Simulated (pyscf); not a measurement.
disilane (H₃Si–SiH₃) + hydrogen fluoride (HF) -> F–SiH₃ + silane (SiH₄), a four-centre exchange (singlet surface; Si–Si, F–H broken, F–Si, H–Si formed). Single points on ωB97X-D3(BJ)/def2-SVP structures (PySCF, gas phase). Correlated levels are frozen-core, on RHF or UHF. ΔMP2 is the change of the MP2 total energy from the triple- to the quadruple-zeta basis. Energies in kcal/mol from the separated reactants.

Small-basis levels: PySCF, no dispersion term, spherical d functions. AM1 to PM7: differences of heats of formation from MOPAC. Cost: rough CPU time at the saddle relative to B3LYP/6-31G*, from one job on a shared machine.

```tsv
level	barrier	reaction energy	cost
HF/STO-3G	98.0	-18.8	0.04
HF/3-21G	63.8	-37.7	0.05
MP2/6-31G*	40.0	-38.7	0.09
BP86/6-31G*	26.5	-34.7	1
PBE/6-31G*	24.0	-33.7	1
B3LYP/STO-3G	46.1	-28.1	0.6
B3LYP/3-21G	32.7	-38.9	0.7
B3LYP/LANL2DZ	51.5	-18.6	0.6
M06-2X/6-31G*	34.4	-37.3	2
B3LYP/def2-SVP	34.2	-32.8	1
AM1	89.9	-29.5	under 0.02
PM6	32.9	-36.0	under 0.02
CCSD(T)/def2-TZVPP + ΔMP2(QZVPP)	38.9	-29.6	–
```

Against the last row the barrier runs from -15.0 (PBE/6-31G*) to +59.1 kcal/mol (HF/STO-3G); MP2/6-31G* happens to lie closest here (1.1 kcal/mol apart). CCSD(T)/def2-TZVPP + ΔMP2(QZVPP) has limits of its own. At the saddle there is also a short H–Si contact that neither side keeps. This is the saddle that the search found; another between the same sides may lie lower. The CCSD(T) − MP2 part came from Ansatz, without density fitting, on the same reference.
